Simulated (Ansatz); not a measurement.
Input file:

```yaml
crystal:
  periodic: [false, false, false]
  atoms:
    - {symbol: Zr, position_ang: [-0.015433, -0.009008, 1.580210]}
    - {symbol: O, position_ang: [-0.016266, -0.025151, -0.291748]}
    - {symbol: H, position_ang: [0.031698, 0.034159, -1.288462]}
basis:
  gaussian: {orbitals: def2-SVP}
magnetization: {spin_polarized: false, initial_magnetization: 1}
correlation: {active_space: {window: {electrons: 3, orbitals: 3}, states: [{multiplicity: 2, irrep: E1u, weights: [1]}]}}
scf: {lower_state_search: off}
```

```sh
$ ansatz run in.yaml --threads 1 --pin off --events-out ev --progress --plain --max-ram 2393MiB
```

(1) One thing in this input was set wrong on purpose, beside settings that are merely unusual. What is the gravest fault, and what does the program do?

Answers

(1) Irrep not in the group. How the run ends: stopped by an error.
```
these checks for a lower state are left out or cut short: stability, starts, cluster_reference, orbital_swaps, neighbouring_geometries, increment
the irreps are read with x along [-0.004, 0.003, 1.000], y along [-0.580, -0.814, 0.000] and z along [0.814, -0.580, 0.005] of the geometry given
868 factors; integrals over basis functions are off by at most 1.3e-7 eV
mean field evaluation 1: about -3312.7993 eV, gradient 3.9e1 eV
mean field evaluation 2: about -3312.8377 eV, gradient 3.9e1 eV
mean field evaluation 4: about -3316.3627 eV, gradient 2.3e0 eV
mean field evaluation 8: about -3316.4217 eV, gradient 2.3e-1 eV
mean field evaluation 16: about -3316.4232 eV, gradient 2.0e-6 eV
mean field -3316.42318360 eV, -121.8763040450 hartree, gradient 2.0e-6 eV, S^2 0.750000; 0 other end points of the search recorded, 0 dependent functions left out
reference -3316.42318360 eV, -121.8763040450 hartree; 11, 10 occupied and 39, 40 virtual orbitals, 868 factors
Error: the irrep E1u is not accepted for these orbitals, which take A', A'', or 1 to 2
```
